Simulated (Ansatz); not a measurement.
OH, doublet: reading a ladder of total energies

Geometry: that of the OH⁻, triplet, kept fixed.

```xyz
2

O     0.0000    0.0000    0.0000
H     0.0000    0.0000    1.0060
```

Basis aug-cc-pVTZ; Ansatz 0.2.0. Correlated methods freeze the noble-gas cores, which leaves 7 electrons in 68 orbitals. Prefix R: restricted or restricted open-shell reference; prefix U: unrestricted.

Full CI isn't at hand for all of this; UCCSDT(Q) serves as the reference, and is uncertain by the last step of the cluster series or more.

UCCSD has a T1 diagnostic of 0.011 and a largest doubles amplitude of 0.02.

Runs differ by some tens of microhartree through their thresholds and, for an open shell, their frozen cores, so steps under 0.03 kcal/mol mean nothing.

```tsv
level	total energy (hartree)
UHF	-75.419246
UMP2	-75.625199
UCCSD	-75.638656
UCCSD(T)	-75.644705
UCCSDT	-75.645070
UCCSDT(Q)	-75.645285
```

**Question.** What is the correlation energy at UCCSDT(Q), and what share of it do UMP2 and UCCSD recover?

**Answer.** E(corr) = -75.645285 − (-75.419246) = -0.226039 hartree = -6.151 eV. UMP2: -0.205953 / -0.226039 = 91.11 %. UCCSD: -0.219410 / -0.226039 = 97.07 %.

**Question.** By how many kcal/mol does UCCSD(T) miss UCCSDT(Q) (1 hartree = 627.509 kcal/mol), and which steps make up the rest?

**Answer.** -75.644705 − (-75.645285) = 0.000580 hartree = 0.36 kcal/mol. Steps: UCCSDT − UCCSD(T) = -0.23, UCCSDT(Q) − UCCSDT = -0.13 kcal/mol. That is within 1 kcal/mol of the reference in this basis, which itself misses far more of the correlation at the basis-set limit.
